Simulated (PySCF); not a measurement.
Dimethylphosphine, C₂H₇P.
Numbering: `[CH3:1][PH:2][CH3:3]` (hydrogens: H4, H5, H6 on C1; H7 on P2; H8, H9, H10 on C3)

The closed-shell ground state was solved at several levels (PySCF, density fitting, gas phase, non-relativistic). Geometry: PBE0-D3(BJ)/def2-SVP; no solvent, vibrations or thermal averaging.

```
              level  basis functions  total energy (Eh)  HOMO (eV)  LUMO (eV)  gap (eV)  dipole (D)
BHandHLYP/def2-SVPD              120          -421.5554      -7.74       1.09      8.83        1.27
  wB97X-D/def2-SVPD              120          -421.5884      -8.56       2.21     10.77        1.35
       PBE0/6-31+G*               72          -421.5219      -6.69       0.07      6.76        1.43
     PBE0/def2-TZVP              141          -421.5834      -6.69       0.76      7.45        1.31
      PBE0/def2-SVP               81          -421.3770      -6.63       1.28      7.91        1.30
   PBE0/aug-cc-pVDZ              136          -421.5488      -6.70      -0.14      6.56        1.34
```

**Question.** Estimate the row for PBE0/6-31G*, a basis of 60 functions; the other rows only guide the guess.

**Answer.** Total energy -421.5185 Eh, HOMO -6.56 eV, LUMO 1.60 eV, gap 8.16 eV, dipole 1.47 D.

**Question.** Over all these levels, which gives the widest orbital gap and which the narrowest?

**Answer.** wB97X-D/def2-SVPD (range-separated hybrid) has the widest, 10.77 eV, and PBE0/aug-cc-pVDZ (global hybrid, 25 % exact exchange) the narrowest, 6.56 eV. Functional and basis both differ between the two, so the spread mixes both effects.

**Question.** How much does the basis alone move the frontier levels among the 5 PBE0 rows (the withheld one included)?

**Answer.** The HOMO by 0.14 eV and the LUMO by 1.74 eV. By rising basis size (HOMO, LUMO in eV): 6-31G* -6.56, 1.60; 6-31+G* -6.69, 0.07; def2-SVP -6.63, 1.28; aug-cc-pVDZ -6.70, -0.14; def2-TZVP -6.69, 0.76.

**Question.** How far do the dipole and the HOMO energy spread over the levels?

**Answer.** The dipole runs from 1.27 to 1.47 D (mean 1.35 D) and the HOMO from -8.56 to -6.56 eV.

Note: wB97X-D ran without an empirical dispersion term, which enters the total energy and its gradient alone.
